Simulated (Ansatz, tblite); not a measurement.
**The cluster MgCl₂+: a ladder of methods and basis sets**

How do method and basis change the picture of the cluster MgCl₂+ (doublet)?

The runs use Ansatz 0.2.0, Gaussian basis; as each input shows.

The runs, in order: GFN1-xTB, GFN2-xTB, PBE-D4/def2-TZVP, r2SCAN-D4/def2-TZVP, r2SCAN0-D4/def2-TZVP, CAM-B3LYP-D4/def2-TZVP, LDA/def2-TZVP, r2SCANh-D4/def2-TZVP, HSE06-D4/def2-TZVP, LC-ωPBE(0.10)/def2-TZVP, LC-ωPBE(0.15)/def2-TZVP, LC-ωPBE(0.20)/def2-TZVP, LC-ωPBE(0.30)/def2-TZVP, PBE-D4/def2-SVP, PBE0-D4/def2-SVP, HF/STO-3G, HF/6-31G, B3LYP-D4/6-31G, CCSD(T)/def2-TZVPP, MP2/def2-TZVP, RPA/def2-TZVP.

## 1. The geometry

The geometry is that of the doublet, from an earlier relaxation (r2SCAN-D4/def2-TZVP). At that level it is the lowest of the isomers that a small search found.

3 atoms, charge 1, spin multiplicity 2.

Bond lengths: Mg1–Cl2 2.228 Å, Mg1–Cl3 2.228 Å. Angles: Cl2–Mg1–Cl3 80.6°.

The ion is computed in the gas phase, without counter-ions or solvent.

PBE0-D4/def2-TZVP was run before; its log isn't repeated, and its numbers join the tables.

## 2. GFN1-xTB

Tight binding, by tblite at 300 K electronic temperature and without a spin-polarisation term:

```python
tblite.interface.Calculator('GFN1-xTB', numbers, positions, charge=1, uhf=1).singlepoint()
```

Energy -236.8402 eV; 0.002 s.

## 3. GFN2-xTB

Tight binding, by tblite at 300 K electronic temperature and without a spin-polarisation term:

```python
tblite.interface.Calculator('GFN2-xTB', numbers, positions, charge=1, uhf=1).singlepoint()
```

Energy -250.1324 eV; 0.003 s.

## 4. PBE-D4/def2-TZVP

start.molden holds the orbitals of an earlier run on this state, given as this run's starting guess.

in.yaml

```yaml
crystal:
  periodic: [false, false, false]
  atoms:
    - {symbol: Mg, position_ang: [-1.058719, 0.403932, 0.011273]}
    - {symbol: Cl, position_ang: [0.015754, -1.546182, -0.072331]}
    - {symbol: Cl, position_ang: [1.042966, 1.142250, 0.061058]}
basis:
  gaussian: {orbitals: def2-TZVP, initial_orbitals: start.molden}
total_charge: 1
magnetization: {spin_polarized: true, initial_magnetization: 1}
hamiltonian: {xc: pbe, dispersion: d4}
scf: {omitted_lower_state_checks: [starts]}
output: {orbitals: {seedname: orbitals}}
```

Run with:

```console
$ ansatz run in.yaml --threads 4 --pin off --events-out ev --progress --plain --max-ram 3916MiB
```

The runs that follow: r2SCAN-D4/def2-TZVP; r2SCAN0-D4/def2-TZVP; CAM-B3LYP-D4/def2-TZVP; LDA/def2-TZVP; r2SCANh-D4/def2-TZVP; HSE06-D4/def2-TZVP; LC-ωPBE(0.10)/def2-TZVP; LC-ωPBE(0.15)/def2-TZVP; LC-ωPBE(0.20)/def2-TZVP; LC-ωPBE(0.30)/def2-TZVP; PBE-D4/def2-SVP; PBE0-D4/def2-SVP; HF/STO-3G; HF/6-31G; B3LYP-D4/6-31G; CCSD(T)/def2-TZVPP; MP2/def2-TZVP; RPA/def2-TZVP.

Q: Predict the results of all the runs planned. Wanted: gap in def2-TZVP, named functionals, smallest and largest; gap over the ω; correlation energy, CCSD(T)/def2-TZVPP; correlation energy, MP2/def2-TZVP; ⟨S²⟩ in def2-TZVP, named functionals, smallest and largest; PBE0 total energy, smallest basis above largest.

As calculated:

```
                                                  quantity                                  value
 gap in def2-TZVP, named functionals, smallest and largest  0.77 eV (LDA), 5.64 eV (CAM-B3LYP-D4)
                                   gap over the ω (1/bohr)         3.81 eV at 0.1, 7.23 eV at 0.3
                    correlation energy, CCSD(T)/def2-TZVPP                              -16.54 eV
                         correlation energy, MP2/def2-TZVP                              -14.71 eV
⟨S²⟩ in def2-TZVP, named functionals, smallest and largest                           0.752, 0.759
           PBE0 total energy, smallest basis above largest         10.54 eV (def2-SVP, def2-TZVP)
```

Over the named functionals in def2-TZVP the gap runs from 0.77 eV (LDA) to 5.64 eV (CAM-B3LYP-D4); exact exchange widens it. Raising the ω (1/bohr) from 0.1 to 0.3 moves the HOMO by -2.10 eV and the LUMO by +1.32 eV. Over the named functionals in def2-TZVP spin contamination reaches 0.01 (r2SCAN0-D4), which is small. Notes on CCSD(T)/def2-TZVPP: state flagged by the program.
